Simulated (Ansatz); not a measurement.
A nudged elastic band was laid between two geometries of FH₃Si (5 atoms, charge 0, multiplicity 1).

Level of theory: Ansatz 0.2.0, RKS B3LYP/def2-SVPD.

```json
{"movable images": "7", "climbing image": "yes", "spring": "5.0 eV/Å²", "optimiser": "quadratic models (default)", "start path": "through a guess of the saddle point", "force threshold": "0.05 eV/Å", "iteration limit": "60", "end points": "relaxed"}
```

First end point:

```xyz
5
Properties=species:S:1:pos:R:3
Si 0.246 0.000 0.117
F 0.316 0.000 1.762
H 1.640 0.000 -0.393
H -0.479 1.225 -0.303
H -0.479 -1.225 -0.303
```

Last end point:

```xyz
5
Properties=species:S:1:pos:R:3
Si -0.098 0.000 -0.816
F 1.169 0.000 1.179
H 2.054 0.000 0.891
H -0.941 1.106 -0.187
H -0.941 -1.106 -0.187
```

Question: What changes between the two ends?

Answer: Bonds broken: Si1–F2, Si1–H3. Bonds formed: F2–H3. FH3Si becomes FH + H2Si.

Question: What energy profile does the band end with?

Answer: The run converged. The highest image is number 5 of 0 to 8, 83.2 kcal/mol above the first end and 9.1 kcal/mol above the last; the last end lies 74.1 kcal/mol above the first. Neighbouring images differ by up to 1.3 eV, so the band resolves the path poorly. A vibrational analysis at the climbing image gives one clearly imaginary mode, 1234i cm⁻¹: a first-order saddle point. The orbitals stay closed-shell, which can raise the energy where a bond breaks towards radicals; this wasn't checked here.

```
image  path coordinate (Å)  energy (kcal/mol)  Si1–F2 (Å)  Si1–H3 (Å)  F2–H3 (Å)
    0                 0.00                0.0        1.65        1.48       2.53
    1                 0.28                3.6        1.65        1.48       2.30
    2                 0.55               16.4        1.67        1.48       2.01
    3                 0.83               40.8        1.75        1.49       1.71
    4                 1.10               70.1        1.88        1.55       1.43
    5                 1.38               83.2        2.03        1.69       1.15
    6                 1.68               77.6        2.23        2.00       0.97
    7                 1.98               74.9        2.32        2.38       0.94
    8                 2.29               74.1        2.36        2.75       0.93
```

Question: What is the geometry of the highest image?

Answer: 
```xyz
5
Properties=species:S:1:pos:R:3
Si 0.173 0.000 -0.414
F 0.989 0.000 1.443
H 1.607 0.000 0.470
H -0.763 1.170 -0.310
H -0.763 -1.170 -0.310
```

Run time: 63 s on 1 thread of Arm Neoverse V2, with other jobs on the host, peak memory 0.12 GiB.
